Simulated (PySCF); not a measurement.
**Basis set benchmark on one molecule**

Molecule: SMILES CC#N, C₂H₃N.

Numbering as in the mapped SMILES `[CH3:1][C:2]#[N:3]`; H(Xn) means a hydrogen on atom n.

Geometry PBE0-D3(BJ)/def2-SVP throughout; GIAO in PySCF 2.14, gas phase, one conformer, non-relativistic; equivalent atoms averaged; functional PBE0.

Reference values (measured; solution, toluene-d8, 298 K; Fulmer et al., Organometallics 2010, 29, 2176): δ(H(C1)) = 0.69 ppm, δ(C2) = 115.8 ppm, δ(C1) = 0.0 ppm. Computed shifts are taken against TMS, calculated as an isolated molecule at each level.

Q: How do the basis sets STO-3G, 6-31G, pcSseg-0, 6-31G*, def2-SVP, cc-pVDZ, pcSseg-1, aug-cc-pVDZ, 6-311+G(2d,p), def2-TZVP, cc-pVTZ, IGLO-III, pcSseg-2, pcSseg-3 perform against the reference? Times are CPU seconds on shared hosts with different chips, so compare them loosely.

A: 
```csv
basis set,functions,H(C1),C2,C1,abs. error H,mean abs. error C,core-s
STO-3G,18,1.87,92.4,14.3,1.18,18.8,0.79
6-31G,33,1.96,113.9,3.6,1.27,2.7,1.6
pcSseg-0,33,2.00,132.0,5.2,1.31,10.7,1.2
6-31G*,48,1.59,105.9,2.1,0.90,6.0,1.9
def2-SVP,57,1.52,109.9,-0.4,0.83,3.1,2
cc-pVDZ,57,1.59,110.7,1.8,0.90,3.4,1.8
pcSseg-1,66,1.80,120.3,1.5,1.11,3.0,3.4
aug-cc-pVDZ,96,1.84,113.0,1.4,1.15,2.1,2.7
"6-311+G(2d,p)",99,1.73,119.4,0.2,1.04,1.9,3.3
def2-TZVP,111,1.71,119.9,0.9,1.02,2.5,3.9
cc-pVTZ,132,1.74,118.4,0.7,1.05,1.7,4
IGLO-III,135,1.78,122.3,0.6,1.09,3.5,4
pcSseg-2,150,1.75,123.5,0.9,1.06,4.3,3.7
pcSseg-3,315,1.77,123.7,0.9,1.08,4.4,17
```

For ¹H the closest is def2-SVP (0.83 ppm) and the furthest pcSseg-0 (1.31 ppm).

For ¹³C the closest is cc-pVTZ (1.7 ppm, with 6-311+G(2d,p) practically level) and the furthest STO-3G (18.8 ppm). Where a smaller basis beats a larger one, errors probably cancel; the largest sets show where the functional converges. One molecule is a small sample, and vibrational and solvent effects are absent from the calculation.

A small basis that lands close on one nucleus may do so by chance; judge by the trend and by all nuclei.
